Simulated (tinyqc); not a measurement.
Inside a calculation. Method: ROHF in the sto-6g basis, for OH+, spin multiplicity 3. This run ends on a higher stationary point, not on the lowest solution. One step of it, computed by the program tinyqc.

Problem. Iteration 2: building the Fock matrix. J_ij = sum D_kl (ij|kl) with D = D(alpha) + D(beta), K_ij = sum D_kl (ik|jl) for each spin; F = H + J - K(s); E = tr D H + tr D J / 2 - 0.5 sum_s tr D(s) K(s) + E_nn.

D(alpha) after iteration 1, order 1O 1s, 1O 2s, 1O 2px, 1O 2py, 1O 2pz, 2H 1s:
```
[[1.057807, -0.252947, 0.006603, 0.000262, -0.004116, 0.017784],
 [-0.252947, 1.111317, -0.051643, -0.002051, 0.020202, -0.098451],
 [0.006603, -0.051643, 0.968276, -0.001260, -0.062861, 0.194577],
 [0.000262, -0.002051, -0.001260, 0.999950, -0.002496, 0.007726],
 [-0.004116, 0.020202, -0.062861, -0.002496, 0.983501, 0.019393],
 [0.017784, -0.098451, 0.194577, 0.007726, 0.019393, 0.047310]]
```

D(beta) after iteration 1, order 1O 1s, 1O 2s, 1O 2px, 1O 2py, 1O 2pz, 2H 1s:
```
[[1.056162, -0.244095, -0.015530, -0.000394, -0.035159, 0.011609],
 [-0.244095, 1.062738, 0.092232, 0.005114, 0.168658, -0.060826],
 [-0.015530, 0.092232, 0.019451, -0.105621, 0.008621, -0.004065],
 [-0.000394, 0.005114, -0.105621, 0.985669, 0.056911, -0.011694],
 [-0.035159, 0.168658, 0.008621, 0.056911, 0.029972, -0.010310],
 [0.011609, -0.060826, -0.004065, -0.011694, -0.010310, 0.003619]]
```

core Hamiltonian H = T + V (hartree), order 1O 1s, 1O 2s, 1O 2px, 1O 2py, 1O 2pz, 2H 1s:
```
[[-32.365582, -7.147730, 0.000000, 0.000000, -0.010143, -0.945825],
 [-7.147730, -8.591058, 0.000000, 0.000000, -0.119094, -2.224275],
 [0.000000, 0.000000, -6.878871, 0.000000, 0.000000, 0.000000],
 [0.000000, 0.000000, 0.000000, -6.878871, 0.000000, 0.000000],
 [-0.010143, -0.119094, 0.000000, 0.000000, -6.948166, -1.708738],
 [-0.945825, -2.224275, 0.000000, 0.000000, -1.708738, -3.902283]]
```

Two-electron integrals (ij|kl) in chemists' order, unique and non-zero (hartree):
```
(11|11) 4.787491   (21|11) 0.675884   (21|21) 0.121505   (22|11) 1.117379
(22|21) 0.249212   (22|22) 0.817383   (31|31) 0.025762   (32|31) 0.039145
(32|32) 0.180664   (33|11) 1.117381   (33|21) 0.249212   (33|22) 0.817382
(33|33) 0.880663   (41|41) 0.025762   (42|41) 0.039145   (42|42) 0.180664
(43|43) 0.047461   (44|11) 1.117381   (44|21) 0.249212   (44|22) 0.817382
(44|33) 0.785741   (44|44) 0.880663   (51|51) 0.025762   (52|51) 0.039145
(52|52) 0.180664   (53|53) 0.047461   (54|54) 0.047461   (55|11) 1.117381
(55|21) 0.249212   (55|22) 0.817382   (55|33) 0.785741   (55|44) 0.785741
(55|55) 0.880663   (61|11) 0.094407   (61|21) 0.016283   (61|22) 0.032719
(61|33) 0.032650   (61|44) 0.032650   (61|51) 0.000799   (61|52) 0.001571
(61|55) 0.032857   (61|61) 0.002224   (62|11) 0.252601   (62|21) 0.057240
(62|22) 0.210836   (62|33) 0.207203   (62|44) 0.207203   (62|51) 0.004606
(62|52) 0.035405   (62|55) 0.218102   (62|61) 0.007730   (62|62) 0.070749
(63|31) 0.006047   (63|32) 0.035049   (63|53) 0.007139   (63|63) 0.009447
(64|41) 0.006047   (64|42) 0.035049   (64|54) 0.007139   (64|64) 0.009447
(65|11) 0.193576   (65|21) 0.044447   (65|22) 0.174478   (65|33) 0.166903
(65|44) 0.166903   (65|51) 0.009084   (65|52) 0.061973   (65|55) 0.189627
(65|61) 0.006246   (65|62) 0.071127   (65|65) 0.080006   (66|11) 0.428685
(66|21) 0.098926   (66|22) 0.418728   (66|33) 0.403283   (66|44) 0.403283
(66|51) 0.009261   (66|52) 0.099973   (66|55) 0.449617   (66|61) 0.013451
(66|62) 0.187366   (66|65) 0.214275   (66|66) 0.774999
```

nuclear repulsion = 3.47571239 hartree

Give: Coulomb J; exchange K(alpha); exchange K(beta); F(alpha); F(beta); total energy of this density.

Solution.

Coulomb J (hartree), order 1O 1s, 1O 2s, 1O 2px, 1O 2py, 1O 2pz, 2H 1s:
```
[[16.2832, 2.8319, 0.0050, 0.0002, 0.0120, 0.3839],
 [2.8319, 7.1094, 0.0273, 0.0008, 0.0602, 1.7743],
 [0.0050, 0.0273, 7.0773, -0.0101, -0.0024, 0.0056],
 [0.0002, 0.0008, -0.0101, 7.1720, 0.0051, 0.0009],
 [0.0120, 0.0602, -0.0024, 0.0051, 7.0790, 1.4456],
 [0.3839, 1.7743, 0.0056, 0.0009, 1.4456, 3.3945]]
```

exchange K(alpha) (hartree), order 1O 1s, 1O 2s, 1O 2px, 1O 2py, 1O 2pz, 2H 1s:
```
[[4.9337, 0.7905, 0.0002, 0.0000, 0.0012, 0.1146],
 [0.7905, 1.4093, -0.0025, -0.0001, 0.0080, 0.3286],
 [0.0002, -0.0025, 1.1491, -0.0010, -0.0185, 0.0571],
 [0.0000, -0.0001, -0.0010, 1.1755, -0.0007, 0.0023],
 [0.0012, 0.0080, -0.0185, -0.0007, 1.1670, 0.2485],
 [0.1146, 0.3286, 0.0571, 0.0023, 0.2485, 0.1857]]
```

exchange K(beta) (hartree), order 1O 1s, 1O 2s, 1O 2px, 1O 2py, 1O 2pz, 2H 1s:
```
[[4.8824, 0.7144, 0.0087, 0.0006, 0.0075, 0.1011],
 [0.7144, 1.0375, 0.0866, 0.0022, 0.1434, 0.2605],
 [0.0087, 0.0866, 0.2612, -0.0880, 0.0065, 0.0216],
 [0.0006, 0.0022, -0.0880, 1.0662, 0.0454, 0.0063],
 [0.0075, 0.1434, 0.0065, 0.0454, 0.2632, 0.0807],
 [0.1011, 0.2605, 0.0216, 0.0063, 0.0807, 0.0851]]
```

F(alpha) (hartree), order 1O 1s, 1O 2s, 1O 2px, 1O 2py, 1O 2pz, 2H 1s:
```
[[-21.0161, -5.1063, 0.0048, 0.0002, 0.0007, -0.6765],
 [-5.1063, -2.8910, 0.0298, 0.0009, -0.0669, -0.7786],
 [0.0048, 0.0298, -0.9507, -0.0091, 0.0161, -0.0515],
 [0.0002, 0.0009, -0.0091, -0.8824, 0.0058, -0.0014],
 [0.0007, -0.0669, 0.0161, 0.0058, -1.0362, -0.5117],
 [-0.6765, -0.7786, -0.0515, -0.0014, -0.5117, -0.6935]]
```

F(beta) (hartree), order 1O 1s, 1O 2s, 1O 2px, 1O 2py, 1O 2pz, 2H 1s:
```
[[-20.9648, -5.0302, -0.0037, -0.0004, -0.0057, -0.6630],
 [-5.0302, -2.5192, -0.0593, -0.0013, -0.2023, -0.7105],
 [-0.0037, -0.0593, -0.0628, 0.0779, -0.0089, -0.0160],
 [-0.0004, -0.0013, 0.0779, -0.7731, -0.0403, -0.0054],
 [-0.0057, -0.2023, -0.0089, -0.0403, -0.1324, -0.3438],
 [-0.6630, -0.7105, -0.0160, -0.0054, -0.3438, -0.5929]]
```

total energy of this density = -74.472456 hartree
